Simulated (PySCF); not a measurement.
## Al: ionisation energy

Al [Ne] 3s2 3p1 (2P) → Al⁺ [Ne] 3s2 (1S), as a difference of total energies. All numbers are calculated (PySCF 2.14, the non-relativistic Hamiltonian (point nucleus), in def2-SVP). Correlated levels: valence: [Ne] frozen. The calculations carry no spin-orbit coupling.

| method | ionisation energy (eV) | error (eV) |
| --- | --- | --- |
| UHF | 5.558 | -0.419 |
| r2SCAN | 6.154 | +0.177 |
| LDA | 6.023 | +0.046 |
| MP2 (valence) | 5.656 | -0.321 |
| SCS-MP2 (valence) | 5.635 | -0.342 |
| CCSD (valence) | 5.704 | -0.273 |
| CCSD(T) (valence) | 5.720 | -0.257 |

Reference: 5.977 eV (measured; NIST levels, between the centres of gravity of the two terms).

Errors of the correlated levels include the incompleteness of this basis and the frozen core.
